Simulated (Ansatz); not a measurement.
Se (Pm-3m, No. 221, 1 atoms in the cell; start mp-7755; another form than the element's usual one)

Calculation: r²SCAN-D4 in Ansatz (plane waves, PAW).

Numerical settings: plane-wave cutoff 500 eV, 14×14×14 k mesh, Fermi–Dirac smearing 0.05 eV, scalar-relativistic PAW data made under PBE.

Cell (relaxed at this level):

```cif
data_Se
_chemical_formula_sum 'Se1'
_space_group_name_H-M_alt 'Pm-3m'
_space_group_IT_number 221
_space_group_name_Hall '-P 4 2 3'
_cell_length_a 2.80219
_cell_length_b 2.80219
_cell_length_c 2.80219
_cell_angle_alpha 90.000
_cell_angle_beta 90.000
_cell_angle_gamma 90.000
loop_
_atom_site_label
_atom_site_type_symbol
_atom_site_symmetry_multiplicity
_atom_site_Wyckoff_symbol
_atom_site_fract_x
_atom_site_fract_y
_atom_site_fract_z
_atom_site_occupancy
Se1 Se 1 a 0.00000 0.00000 0.00000 1
```

| Quantity | Value |
|---|---|
| band gap | none |

Note: the relaxation could not lower the start's symmetry, so the cell can be a saddle point above a distorted one.

Spin–orbit coupling is not included.

The computed numbers hold no vibrational or temperature effects.

Cost on a shared machine: roughly 11 core-seconds.

A start named mp-… is a Materials Project structure, which need not be a measured phase.

Ansatz is an electronic-structure program.
